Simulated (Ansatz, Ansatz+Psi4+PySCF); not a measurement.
```yaml
atoms:
  - { symbol: Be, position_ang: [-0.0215, -0.0362, -0.9193] }
  - { symbol: O, position_ang: [-0.0345, 0.0010, 0.4823] }
```

Basis set: cc-pVTZ (spherical functions). Correlated methods keep 1 orbital frozen. Charge 0, multiplicity 1.

Computed with Ansatz (development build ahead of 0.2.0); each method stands on the lowest determinant of its kind that the runs found. Restricted open shells among the atoms or ions are ROHF, correlated in semicanonical orbitals with singles.

**Question.** Give the atomization energy at this shape (free ground-state atoms in the same class of orbitals less the molecule, no zero-point energy) of singlet BeO by RHF-MP2, RHF.

**Answer.**

| method | atomization energy |
| --- | --- |
| RHF-MP2 | 490.7 kJ/mol |
| RHF | 143.5 kJ/mol |

Caution: in another basis set an unrestricted determinant lies well below.
